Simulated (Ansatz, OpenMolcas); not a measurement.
## The same job for OpenMolcas

This Ansatz 0.2.0 job computes triplet SiH3Cl:

in.yaml:
```yaml
crystal:
  periodic: [false, false, false]
  atoms:
    - {symbol: Si, position_ang: [-0.112000, 0.018600, -0.030900]}
    - {symbol: Cl, position_ang: [1.838300, -0.513500, 0.329900]}
    - {symbol: H, position_ang: [-0.950900, -0.488300, 1.079100]}
    - {symbol: H, position_ang: [-0.534700, -0.585700, -1.314900]}
    - {symbol: H, position_ang: [-0.190800, 1.495400, -0.104700]}
basis:
  gaussian:
    orbitals: aug-cc-pVDZ
magnetization:
  spin_polarized: true
  initial_magnetization: 2
hamiltonian:
  xc: {name: B3LYP}
accuracy: high
output:
  orbitals: {seedname: orbitals}
```

```bash
$ ansatz run in.yaml --threads 1 --pin off --max-ram 3480MiB --events-out events.jsonl --progress --plain --runs-dir runs
```

The shape is that of a PBE0-D4/def2-TZVP optimisation. That shape belongs to the parent species and isn't relaxed for this state.

It gives a total energy of -751.317777 Eh.

Task: Translate the job to OpenMolcas 26.06 as an input file of the program's own.

Result: For example:

test.inp:
```
&GATEWAY
  BasLib
  $CurrDir
  Coord
  5
  angstrom
  Si      -0.112000       0.018600      -0.030900
  Cl       1.838300      -0.513500       0.329900
  H       -0.950900      -0.488300       1.079100
  H       -0.534700      -0.585700      -1.314900
  H       -0.190800       1.495400      -0.104700
  Basis
  aug-cc-pVDZ
  Group
  NoSym

&SEWARD
  GridInput
  Grid=UltraFine
  End of Grid

&SCF
  UHF
  Spin
  3
  KSDFT
  B3LYP
  Thresholds
  1e-10 1e-07 1e-07 1e-05
  PrOrbitals
  1 2
```

```bash
$ export MOLCAS_MEM=1860
$ pymolcas test.inp > test.log
```

(Basis files named in the input come from the Basis Set Exchange and aren't shown.)

Its energy is -751.317777 Eh, 0.000 mEh from the first.
